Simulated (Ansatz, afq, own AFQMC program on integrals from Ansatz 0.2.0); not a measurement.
**Si, triplet: AFQMC among the cluster methods**

A free Si atom.

Basis aug-cc-pVTZ. Only valence electrons are correlated. Ansatz 0.2.0 and our own AFQMC program on the same integrals; the CISD trial comes from CCSD amplitudes, and released means the phaseless constraint is let go. Free projection: walkers drawn from exp(T), propagated without any constraint. Its projection time is finite, and what remains of the start isn't in its error. Uncertainties: one standard error, sampling alone.

Determinant: UHF, the one that the program's search chose, which needn't be the lowest solution.

Full CI on the same integrals is exact in this basis and with this determinant's frozen core.

The T1 diagnostic is 0.0121 and the weight of the determinant in the CISD state is 0.932. The ⟨S²⟩ of the determinant is 2.015 and the size of the correlated space is 4 electrons in 45 orbitals.

```csv
level,correlation energy (eV)
MP2,-1.5414
CCSD,-2.0314
CCSD(T),-2.1009
```

(1) Estimate where AFQMC with the constraint released lies against CCSD(T) on the same integrals.

(1) 2.0 ± 0.08 kJ/mol below CCSD(T).

Reference: full CI, correlation energy -2.124 eV. The released energy is read at 1.50 1/Eh (meV from the phaseless value at times in 1/Eh: -2.2 ± 1.0 at 0.24, -4.5 ± 1.2 at 0.50, -4.8 ± 0.8 at 1.00, -7.2 ± 0.8 at 1.50).

| level | E − E(reference) (kJ/mol) | share of correlation (%) |
| --- | --- | --- |
| CCSD(T) | 2.3 | 98.90 |
| CCSDT | 0.2 | 99.90 |
| CCSDT(Q) | 0.0 | 99.98 |
| ph-AFQMC/HF | 10.3 ± 1.0 | 94.97 |
| ph-AFQMC/CISD | 0.9 ± 0.1 | 99.55 |
| released AFQMC | 0.2 ± 0.08 | 99.89 |
| free AFQMC | 0.0 ± 0.09 | 100.02 |

CCSDT and higher add their correlation energy to the determinant of the CCSD(T) run, since their own runs factorise the integrals more tightly (a shift of under 2 meV). Free projections are given only where their last times agree within the noise and don't stop above the reference; a slow remainder of the start can still hide under it. A walk keeps the symmetry of its determinant, which the program's search chose and which needn't be the lowest solution, so a lower state of the same spin and another symmetry isn't excluded. Released energies are given only where the last usable release times agree within the noise; a slower fall can still hide under it.
